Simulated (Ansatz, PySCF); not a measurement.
Gas-phase enthalpy of formation at 298 K, by the atomisation route, of CCO (SMILES; C2H6O, ethanol). Geometries: B3LYP-D3(BJ)/def2-TZVP minima from Ansatz (a quantum-chemistry and plane-wave program), one conformer each, not searched for the lowest. Valence correlation only, unless marked. Open shells are spin-unrestricted. No spin-orbit coupling. No relativistic terms. CBS(X,Y): correlation extrapolated as X^-3; Hartree-Fock from the larger set. [CCSD(T)-MP2]/basis is that difference in the basis named. Thermal terms are rigid-rotor harmonic-oscillator values from B3LYP-D3(BJ) frequencies (PySCF) at 298.15 K and 1 atm. 1 Eh = 627.5095 kcal/mol.

| species | count | E, RI-MP2/CBS(aug-cc-pVTZ,aug-cc-pVQZ)+[CCSD(T)-MP2]/aug-cc-pVTZ (Ansatz) (Eh) | E, PBE/def2-TZVPD (Ansatz) (Eh) | measured ΔHf at 0 K (kcal/mol) | H(298) - H(0) of the element (kcal/mol) |
|---|---|---|---|---|---|
| CCO | 1 | -154.88074 | -154.90752 | - | - |
| C atom | 2 | -37.79159 | -37.79605 | 169.98 | 0.25 |
| H atom | 6 | -0.49995 | -0.49962 | 51.63 | 1.01 |
| O atom | 1 | -75.00563 | -75.01069 | 58.99 | 1.04 |

Molecule: zero-point energy 49.98, H(298) - H(0) 3.30 kcal/mol. The route leaves out scalar relativity and anharmonic zero-point terms, the atoms' spin-orbit terms, and in the frozen-core level the core correlation. Atomic data: G2/97 table in ASE.

Task: Work out De, D0 and ΔHf at 0 and 298 K at both levels, and their errors against the measured value.

Result: 
The atoms' values sum to 708.73 (0 K) and 7.60 (thermal), in kcal/mol.
- RI-MP2/CBS(aug-cc-pVTZ,aug-cc-pVQZ)+[CCSD(T)-MP2]/aug-cc-pVTZ: De = 810.89; D0 = 810.89 - 49.98 = 760.91; ΔHf(0 K) = 708.73 - 760.91 = -52.18; ΔHf(298 K) = -52.18 + 3.30 - 7.60 = -56.48; error -0.4.
- PBE/def2-TZVPD: De = 820.16; D0 = 820.16 - 49.98 = 770.18; ΔHf(0 K) = 708.73 - 770.18 = -61.45; ΔHf(298 K) = -61.45 + 3.30 - 7.60 = -65.75; error -9.6.
Measured: -56.1 kcal/mol (Active Thermochemical Tables 1.112 (ions: stationary electron), as tabulated in the package chemicals).
